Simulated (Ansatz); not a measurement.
# BClH2O: the cost of one run

The runs use Ansatz 0.2.0; RKS PBE0-D4/def2-TZVP.

## (1) The system as given

5 atoms, charge 0, spin multiplicity 1.

Atoms are counted from 1 here; the program's logs count them from 0.

Bond lengths: O1–B2 1.350 Å, O1–H4 0.977 Å, B2–Cl3 1.778 Å, B2–H5 1.210 Å. Angles: B2–O1–H4 112.8°, O1–B2–Cl3 121.2°, O1–B2–H5 119.0°, Cl3–B2–H5 119.8°.

Coordinates:

```xyz
5
charge 0, multiplicity 1
O    -0.8680   -0.6280   -0.0004
B     0.3806   -0.1343    0.1372
Cl    0.7864    1.5106   -0.4016
H    -1.4831    0.0086   -0.4141
H     1.2340   -0.8306    0.6376
```

This geometry comes from a loose relaxation at PBE in a small basis, which is not shown.

## (3) Plan of the scan

The axes are (1) bond length B2–H5: 11 values from 0.975 to 1.783 Å; (2) angle H5–B2–Cl3: 11 values from 84.2 to 154.2 °.

Nothing else is relaxed (all other coordinates rigid). Energies count from the relaxed molecule at the same level. Points are written as (first, second).

(The set-up runs are not shown.)

## (4) Point (1.136 Å, 133.2°)

input.yaml

```yaml
crystal:
  periodic: [false, false, false]
  atoms:
    - { symbol: O, position_ang: [-0.863251, -0.618611, -0.002887] }
    - { symbol: B, position_ang: [0.379022, -0.137189, 0.137889] }
    - { symbol: Cl, position_ang: [0.788555, 1.496001, -0.395299] }
    - { symbol: H, position_ang: [-1.477731, 0.001188, -0.409748] }
    - { symbol: H, position_ang: [0.979336, -0.969772, 0.624639] }
basis:
  gaussian: { orbitals: def2-TZVP }
hamiltonian:
  xc: pbe0
  dispersion: d4
output:
  forces: true
```

On the command line:

```console
$ ansatz run input.yaml --threads 1 --pin off --max-ram 2560MiB --backend cpu --events-out ev --progress --plain --runs-dir out
```

**Question.** How long does this run take on 1 thread of Intel Xeon Platinum 8259CL at 2.50GHz (Skylake/Cascade Lake), shared host, and how much memory does it need?

About 3.1 s, with a peak of 0.17 GiB.
